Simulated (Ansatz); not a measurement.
# SiH3 (doublet): wave-function methods side by side at distance H1–H2 along a hydrogen transfer = 0.939 Å, 6-31G

Aim: climb from Hartree-Fock through coupled cluster and multireference methods for SiH3 (doublet) at one geometry and basis, and see what each rung misses.

Program: Ansatz 0.2.0, Gaussian basis. Level of theory: 6-31G, core rule «outside noble gas», up to 5 orbitals frozen. These are calculated values, not measurements.

Plan: UHF; CCSD(T) on ROHF; CCSD(T) on UHF; BCCD(T) on ROHF; CISD; CCSDT(Q) on ROHF; CCSDT(Q) on UHF; CISDTQ; CCSDTQ on ROHF; CCSDTQ on UHF; CASSCF and MRCISD+Q, 3 electrons in 3 orbitals; CASSCF and NEVPT2, 3 electrons in 3 orbitals; CASSCF and MRCISD+Q, 7 electrons in 7 orbitals; CASSCF and NEVPT2, 7 electrons in 7 orbitals; Full CI.

7 further runs of the same task are left out: 1 for a mislabelled method, 6 that didn't finish.

## 1. The geometry

The geometry derives from fragments relaxed apart (PBE0/def2-TZVP) and kept rigid, so it is no stationary point. A hydrogen atom is moved between rigid fragments.

4 atoms, charge 0, spin multiplicity 2.

Atoms are counted from 1 here; the program's logs count them from 0.

Bond lengths: H2–Si3 1.585 Å, Si3–H4 1.532 Å. Angles: H2–Si3–H4 105.0°.

## 2. UHF

File in.yaml:

```yaml
crystal:
  periodic: [false, false, false]
  atoms:
    - {symbol: H, position_ang: [-2.403713, 0.047936, 0.000000]}
    - {symbol: H, position_ang: [-1.464713, 0.047936, 0.000000]}
    - {symbol: Si, position_ang: [0.120287, 0.047936, 0.000000]}
    - {symbol: H, position_ang: [0.516721, -1.431577, 0.000000]}
basis:
  gaussian: {orbitals: 6-31G}
magnetization: {spin_polarized: true, initial_magnetization: 1}
hamiltonian: {xc: hf}
output: {orbitals: {seedname: orbitals}}
```

Launch:

```sh
$ ansatz run in.yaml --threads 1 --pin off --events-out ev --progress --plain --max-ram 2393MiB
```

The runs that follow: CCSD(T) on ROHF; CCSD(T) on UHF; BCCD(T) on ROHF; CISD; CCSDT(Q) on ROHF; CCSDT(Q) on UHF; CISDTQ; CCSDTQ on ROHF; CCSDTQ on UHF; CASSCF and MRCISD+Q, 3 electrons in 3 orbitals; CASSCF and NEVPT2, 3 electrons in 3 orbitals; CASSCF and MRCISD+Q, 7 electrons in 7 orbitals; CASSCF and NEVPT2, 7 electrons in 7 orbitals; Full CI.

Q: Predict the results of all the runs planned. Wanted: FCI below the RHF energy; RMP2 from FCI; UMP2 from FCI; RCCSD from FCI; RCCSD(T) from FCI; UCCSD(T) from FCI; RCCSDT(Q) from FCI; UCCSDT(Q) from FCI; NEVPT2 pair from FCI.

As calculated:

| quantity | value |
| --- | --- |
| FCI below the RHF energy | -2.2947 eV |
| RMP2 from FCI | +757.5 meV |
| UMP2 from FCI | +844.1 meV |
| RCCSD from FCI | +43.5 meV |
| RCCSD(T) from FCI | +15.3 meV |
| UCCSD(T) from FCI | +19.8 meV |
| RCCSDT(Q) from FCI | +0.7 meV |
| UCCSDT(Q) from FCI | +0.5 meV |
| NEVPT2 pair from FCI | +576.4 meV |
| MRCISD+Q pair from FCI | -13.5 meV |
| NEVPT2 valence from FCI | +189.2 meV |
| levels within 1 kcal/mol (43 meV) | RCCSD(T), UCCSD(T), BCCD(T), RCCSDT, UCCSDT, CISDTQ, RCCSDT(Q), UCCSDT(Q), RCCSDTQ, UCCSDTQ, MRCISD+Q pair, MRCISD valence, MRCISD+Q valence |
| T1 diagnostic | 0.026 |
| effectively unpaired electrons | 1.10 |

In words: RCCSD(T) misses by +15.3 meV, 0.7 % of the correlation energy. MRCISD+Q pair falls below full CI: the +Q correction isn't variational, and the cores differ from full CI's. One determinant dominates. Of the multireference levels listed MRCISD+Q valence comes nearest in total energy (+11.3 meV), which doesn't show that its space is the better one. These misses are within one basis, not against nature; the frozen cores of restricted and unrestricted runs differ, which can shift their rows.
